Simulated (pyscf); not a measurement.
Optimised with ωB97X-D3(BJ)/def2-SVP in PySCF.

Question: For the elementary gas-phase step H₃C–Ga(CH₃)–CH₃ + HO–SiH₃ → CH₄ + H₃C–Ga(CH₃)–O–SiH₃ (singlet surface; C–Ga, H–O broken, C–H, Ga–O formed), what barrier and reaction energy does M06-2X/def2-TZVP give, measured from the separated reactants?

Answer: ΔE‡ = 4.6 kcal/mol, ΔE = -29.8 kcal/mol. ωB97M-D3(BJ)/def2-TZVP gives 8.0 kcal/mol and -27.2 kcal/mol. Zero-point energy shifts the barrier by -0.9 kcal/mol. It is a four-centre exchange, with an imaginary mode of 1357i cm⁻¹. On the reactant side the descent ends in an adduct with a Ga–O contact, 13.1 kcal/mol under the separated species and 19.0 kcal/mol under the saddle at ωB97X-D3(BJ)/def2-TZVP. What is counted as formed (Ga–O) is already present as a longer contact in the reactant adduct; forming that adduct is a step of its own. At ωB97X-D3(BJ)/def2-TZVP the barrier from the zero used here is 5.9 kcal/mol. This is the saddle that the search found; another between the same sides may lie lower. Elements up to Kr have no core potential and no relativistic terms here.
